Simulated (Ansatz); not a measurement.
C3H5ClO can be A, `CO/C=C/Cl`, or B, `C=C(O)CCl`.

Computed with Ansatz on PBE0-D4/def2-TZVP structures; ΔE is electronic, products minus reactants. CCSD(T)/CBS is the MP2 limit (def2-TZVPP, def2-QZVPP) plus CCSD(T) − MP2 in def2-TZVPP, frozen cores. DFT in def2-TZVPP. B3LYP here is the variant with VWN-RPA as its local correlation; programs differ in this. Each species was taken in one conformer, which may not be the lowest.

A:

```xyz
10

C     0.235   -1.423   -0.878
O     0.463   -0.629    0.267
C    -0.028    0.623    0.191
C    -0.214    1.360    1.279
Cl   -0.759    2.986    1.179
H     0.775   -2.356   -0.726
H    -0.831   -1.637   -1.006
H     0.616   -0.930   -1.780
H    -0.239    1.011   -0.804
H    -0.019    0.995    2.278
```

B:

Z-matrix (Å, degrees):
```
C
Cl 1 1.789
C 1 1.486 2 111.8
H 1 1.090 2 106.4 3 120.7
H 1 1.086 2 107.4 3 -121.5
O 3 1.352 1 111.7 2 68.6
C 3 1.331 1 123.0 2 -112.8
H 6 0.962 3 109.4 1 -177.1
H 7 1.080 3 120.4 1 2.3
H 7 1.084 3 121.9 1 -178.1
```

(1) Which isomer does CCSD(T)/CBS put lower? Give the gap. (Best estimate.)

(2) Give E(B) − E(A) in kJ/mol with MP2/def2-TZVPP, B3LYP, CCSD(T)/def2-TZVPP, r2SCAN-D4, CCSD/def2-TZVPP, PBE-D4, B2PLYP. (An estimate is asked.)

Largest T1 diagnostic: 0.012.

Results:

(1) Computed: B, by 69.6 kJ/mol.

(2) Computed: MP2/def2-TZVPP -72.0, B3LYP -58.2, CCSD(T)/def2-TZVPP -66.9, r2SCAN-D4 -65.7, CCSD/def2-TZVPP -66.9, PBE-D4 -62.4, B2PLYP -63.0. None reverses the order clearly.

From PBE to PBE0 (25 % exact exchange), in def2-TZVPP and without D4, E(B) − E(A) moves by −3.8 kJ/mol. In def2-TZVPP, CCSD(T) changes the Hartree–Fock value by −5.4 kJ/mol (the triples alone add −0.1 kJ/mol) and MP2 by −10.5 kJ/mol.
